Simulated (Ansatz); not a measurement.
Correlation energies of C6H14, SMILES `CCC(C)CC` by basis set

```csv
atom,x (Å),y (Å),z (Å)
C1,-0.5507,1.7192,1.3996
C2,-1.2853,0.8719,0.3717
C3,-0.5011,-0.3201,-0.1837
C4,-0.1675,-1.3344,0.9029
C5,0.7397,0.1262,-0.9551
C6,1.4062,-0.9805,-1.7554
H7,0.3578,2.1629,0.9858
H8,-1.1843,2.5389,1.7460
H9,-0.2653,1.1357,2.2781
H10,-1.5859,1.5093,-0.4677
H11,-2.2146,0.4978,0.8161
H12,-1.1650,-0.8170,-0.9046
H13,0.2470,-2.2528,0.4826
H14,-1.0607,-1.6080,1.4712
H15,0.5675,-0.9363,1.6084
H16,1.4675,0.5563,-0.2577
H17,0.4539,0.9375,-1.6348
H18,1.7979,-1.7703,-1.1103
H19,0.6996,-1.4419,-2.4518
H20,2.2435,-0.5942,-2.3412
```

Total charge 0; spin multiplicity 1. The geometry is a stationary point of PBE0-D4/def2-TZVP. It is one conformer, not always the lowest. Frozen core, restricted reference, the Gaussian-basis code of Ansatz. CBS rows extrapolate triple and quadruple zeta; past MP2 they add the triple-zeta difference.

| basis | HF (Eh) | MP2 corr. | CCSD corr. | (T) | CCSD(T) total |
| --- | --- | --- | --- | --- | --- |
| def2-TZVPP | ? | -1.07018 | ? | ? | ? |
| def2-QZVPP | -235.46259 | ? | – | – | – |
| CBS(def2) | -235.46414 | -1.18437 | -1.25505 | as TZ | -236.76330 |

(1) Fill in the withheld values. (Best estimate.)

## Answers

(1) Computed: def2-TZVPP HF (Eh): -235.45131; def2-TZVPP CCSD corr.: -1.14086; def2-TZVPP (T): -0.04411; def2-TZVPP CCSD(T) total: -236.63628; def2-QZVPP MP2 corr.: -1.13577.
